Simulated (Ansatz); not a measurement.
Compare A (`F[SiH]S`•) with its isomer B (`F[SiH2][S]`•).

Computed with Ansatz on PBE0-D4/def2-TZVP structures; ΔE is electronic, products minus reactants. CCSD(T)/CBS adds triple-zeta CCSD(T) − MP2 to the extrapolated MP2 energy (def2 sets, frozen cores). Functionals use def2-TZVPP. B3LYP here is the variant with VWN-RPA as its local correlation; programs differ in this. Open shells (•) are unrestricted, without spin–orbit coupling. Each species was taken in one conformer, which may not be the lowest.

(1) Which is lower in electronic energy at CCSD(T)/CBS, and by how much? (An estimate is asked.)

(2) Give E(B) − E(A) in kJ/mol with B3LYP-D4, PBE0-D4, r2SCAN-D4, ωB97M-V, MP2/def2-TZVPP, BLYP-D4, CCSD/def2-TZVPP. (An estimate is asked.)

(3) Does the order hold for the free energy at 298.15 K (harmonic terms from PBE0-D4)? (Estimate.)

Largest T1 diagnostic: 0.015.

Answers

(1) Ansatz gave: B, by 15.6 kJ/mol.

(2) Computed: B3LYP-D4 -13.9, PBE0-D4 -4.8, r2SCAN-D4 -5.3, ωB97M-V -16.5, MP2/def2-TZVPP -8.4, BLYP-D4 -8.7, CCSD/def2-TZVPP -23.6. None reverses the order clearly.

(3) The calculation gave: Yes: G(B) − G(A) = -14.0 kJ/mol, for one conformer each.

From r2SCAN to r2SCAN0 (25 % exact exchange), in def2-TZVPP and without D4, E(B) − E(A) moves by −5.2 kJ/mol. Leaving LDA and LC-ωPBE aside and taking each functional with its dispersion term where it has one, the values, not all of them listed here, spread over 28.6 kJ/mol, from BHLYP-D4 to PBE-D4. LDA lies +9.7 kJ/mol from PBE without D4.
